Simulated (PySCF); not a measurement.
**Frontier orbitals and the lowest excitations**

C3O2.
Structure used (GFN2-xTB), in Å, numbered top down from 1:
```
atom  x, y, z in Å
O1    -2.1319   -0.1963    1.1572
C2    -1.1148   -0.1025    0.6165
C3     0.0019    0.0003    0.0226
C4     1.1183    0.1036   -0.5718
O5     2.1351    0.1978   -1.1129
```

Computed with TDDFT CAM-B3LYP/def2-SVPD, vertical, gas phase, core orbitals frozen in the response (PySCF).

Kohn–Sham orbitals with the atoms that hold most of them (Löwdin shares over 4%, at most four atoms):

```tsv
orbital	ε (eV)	atoms
HOMO-3	-14.83	O5 33%, O1 33%, C4 15%, C2 15%
HOMO-2	-14.83	O5 33%, O1 33%, C4 15%, C2 15%
HOMO-1	-9.74	C3 37%, O5 17%, O1 17%, C4 14%
HOMO	-9.74	C3 37%, O5 17%, O1 17%, C4 14%
LUMO	-0.81	C4 24%, C2 24%, O1 19%, O5 19%
LUMO+1	-0.81	C4 24%, C2 24%, O1 19%, O5 19%
LUMO+2	0.77	C2 33%, C4 33%, C3 18%, O1 8%
```

Within 0.005 eV of a neighbour in this list lie HOMO-3/HOMO-2, HOMO-1/HOMO and LUMO/LUMO+1 (point group found: D∞h).

Question: How does S1 compare with the orbital gap of 8.93 eV?

Answer: S1 is at 4.35 eV (f = 0.0000), 4.57 eV below the gap, made of HOMO-1/HOMO→LUMO/LUMO+1 (≥87%). 

Next come S2 at 4.55 eV (f 0.0000), HOMO-1/HOMO→LUMO/LUMO+1 (≥81%); S3 at 4.55 eV (f 0.0000), HOMO-1/HOMO→LUMO/LUMO+1 (≥81%); S4 at 7.33 eV (f 0.015), HOMO-1/HOMO→LUMO+2 (≥97%); S5 at 7.33 eV (f 0.015), HOMO-1/HOMO→LUMO+2 (≥97%).

Orbitals of the list HOMO-3 to LUMO+2 that lie within 0.01 eV of each other are written together with a slash and their weights summed (≥ marks a lower bound); for degenerate orbitals outside that list single weights are arbitrary.

Löwdin shares depend on the basis, the more so with diffuse functions.
